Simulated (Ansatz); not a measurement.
Consider InP in the zinc blende structure (space group F-43m, No. 216; a = 5.960 Å).

Method: DFT with PBE, PAW potentials and a 420 eV plane-wave cutoff in Ansatz (a first-principles code), scalar-relativistic without spin-orbit coupling.

| level | band gap | lattice parameter a | electron mass at Γ |
|---|---|---|---|
| PBE | 0.44 eV | 5.960 Å | 0.037 mₑ |

Task: What does experiment give, and how far off is each level?

Result: Measured: band gap 1.47 eV (static lattice; corrected from measurement; as listed in Wei Chen et al., Physical Review Materials (2018)); lattice parameter a 5.858 Å (static lattice; corrected from measurement; as listed in Daniel Mejia-Rodriguez, S. B. Trickey, Phys. Rev. B (2018)); electron mass at Γ 0.079 mₑ (temperature not stated; as listed in Magdalena Laurien, Oleg Rubel, Phys. Rev. B (2022)). Computed minus measured — band gap: PBE -1.03 eV; lattice parameter a: PBE +1.7 %; electron mass at Γ: PBE -53 %. Measured values not marked as corrected hold thermal and zero-point effects that the static-lattice runs lack. A measured gap can be an optical one, lowered by exciton binding. Levels without spin-orbit coupling miss its lowering of the gap, often about a third of the valence-band splitting.

Effective masses come from finite differences of ±0.01 Å⁻¹. No phonon test of stability was made.
